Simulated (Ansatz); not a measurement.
A made-up structure of CH$_{3}$BO, closed shell:

C1  (0.698, -0.607, 0.405)
B2  (-0.359, 0.312, -0.208)
O3  (1.673, -1.455, 0.969)
H4  (-1.139, 0.612, 0.582)
H5  (0.129, 1.269, -0.618)
H6  (-0.902, -0.218, -1.072)
(Å)

It is relaxed with PBE-D4/def2-SVP and then PBE0-D4/def2-TZVP (Ansatz 0.2.0). Atoms count as bonded within 1.22 times the sum of their covalent radii (H–H: 0.88 Å). The end point is not checked to be a true minimum.

Problem. Does its bonding change? (Judge from chemistry; the calculation decides.)

Solution. By the calculation: No: no bond forms or breaks.

Where it ends: The first stage lowers the energy by 2.53 eV in 7 steps. It ends as CH₃BO ([BH3][C][O]):
C1  (0.688, -0.599, 0.399)
B2  (-0.357, 0.310, -0.207)
O3  (1.468, -1.277, 0.850)
H4  (-1.111, 0.555, 0.706)
H5  (0.266, 1.269, -0.599)
H6  (-0.854, -0.346, -1.091)
(Å)

Labels in which every atom is bracketed show which atoms are joined, not bond orders.

For scale, one of the runs: PBE0-D4/def2-TZVP relaxation, 111 basis functions, launched by `ansatz run in.yaml --threads 2 --pin off --events-out ev --progress --plain --max-ram 4352MiB`. The run took about 7.5 s on 2 CPU threads of an Arm Neoverse V1 (shared host).
